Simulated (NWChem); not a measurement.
NH2, doublet; SMILES [NH2]

Program: NWChem. Spin-unrestricted. In the optimisation the excess spin sits in b2 (C2v, its own frame). The geometry was optimised at PBE0-D3(BJ)/def2-TZVP, spin-unrestricted. No stability test was run on the SCF state. Vertical excitations in the gas phase; the lowest state need not have the same character in each row. Excited states of an open shell can be spin-contaminated.

Among these, which level gives the lowest value of “lowest excitation (eV)”?
A. PBE/def2-SVPD, TDA
B. CAM-B3LYP/def2-SVPD, TDA
C. B3LYP/def2-SVPD, TDA
D. LDA (Slater exchange, VWN5)/def2-SVPD, TDA

D, LDA (Slater exchange, VWN5)/def2-SVPD, TDA. Values: LDA (Slater exchange, VWN5)/def2-SVPD, TDA 2.02; CAM-B3LYP/def2-SVPD, TDA 2.21; B3LYP/def2-SVPD, TDA 2.31; PBE/def2-SVPD, TDA 2.42
